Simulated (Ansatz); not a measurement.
# C8H8: the cost of one run

The runs use Ansatz 0.2.0, Gaussian basis; the settings change from run to run.

## Step 1: The geometry

The structure was relaxed beforehand with PBE0-D4 in a triple-zeta def2 set.

SMILES `C12C3C4C1C1C2C3C41`, 16 atoms, charge 0, spin multiplicity 1.

Atoms are counted from 1 here; the program's logs count them from 0.

Bond lengths: C1–C2 1.558 Å, C1–C4 1.558 Å, C1–C6 1.558 Å, C1–H9 1.088 Å, C2–C3 1.558 Å, C2–C7 1.558 Å, C2–H10 1.088 Å, C3–C4 1.558 Å, C3–C8 1.558 Å, C3–H11 1.088 Å, C4–C5 1.558 Å, C4–H12 1.088 Å, C5–C6 1.558 Å, C5–C8 1.558 Å, C5–H13 1.088 Å, C6–C7 1.558 Å, C6–H14 1.088 Å, C7–C8 1.558 Å and more. Angles: C2–C1–C4 90.0°, C2–C1–C6 90.0°, C2–C1–H9 125.3°, C4–C1–C6 90.0°, C4–C1–H9 125.3°, C6–C1–H9 125.3°, C1–C2–C3 90.0°, C1–C2–C7 90.0°, C1–C2–H10 125.3°, C3–C2–C7 90.0°, C3–C2–H10 125.3°, C7–C2–H10 125.3°, C2–C3–C4 90.0°, C2–C3–C8 90.0°, C2–C3–H11 125.3°, C4–C3–C8 90.0°, C4–C3–H11 125.3°, C8–C3–H11 125.3° and more.

## Step 2: PBE-QIDH/6-31++G**

The input, in.yaml:

```yaml
crystal:
  periodic: [false, false, false]
  atoms:
    - {symbol: C, position_ang: [0.161131, -0.047713, -1.336241]}
    - {symbol: C, position_ang: [-0.652160, -1.075058, -0.492550]}
    - {symbol: C, position_ang: [0.499694, -1.125855, 0.555945]}
    - {symbol: C, position_ang: [1.312989, -0.098514, -0.287748]}
    - {symbol: C, position_ang: [0.649300, 1.072241, 0.498092]}
    - {symbol: C, position_ang: [-0.502553, 1.123046, -0.550405]}
    - {symbol: C, position_ang: [-1.315853, 0.095702, 0.293279]}
    - {symbol: C, position_ang: [-0.164000, 0.044902, 1.341779]}
    - {symbol: H, position_ang: [0.292226, -0.085058, -2.416138]}
    - {symbol: H, position_ang: [-1.176959, -1.940948, -0.892022]}
    - {symbol: H, position_ang: [0.903839, -2.032714, 1.002074]}
    - {symbol: H, position_ang: [2.373052, -0.176833, -0.522038]}
    - {symbol: H, position_ang: [1.174098, 1.938133, 0.897561]}
    - {symbol: H, position_ang: [-0.906692, 2.029906, -0.996536]}
    - {symbol: H, position_ang: [-2.375915, 0.174014, 0.527574]}
    - {symbol: H, position_ang: [-0.295098, 0.082249, 2.421675]}
basis:
  gaussian: {orbitals: "6-31++G**"}
hamiltonian: {xc: {name: PBE-QIDH}}
output: {forces: true}
```

Launch:

```bash
$ ansatz run in.yaml --threads 2 --pin off --events-out ev --progress --plain --max-ram 32768MiB --backend cpu
```

**Question.** How long does this run take on 2 threads of AMD EPYC 7R13, shared host, and how much memory does it need?

About 26 s, with a peak of 0.79 GiB.
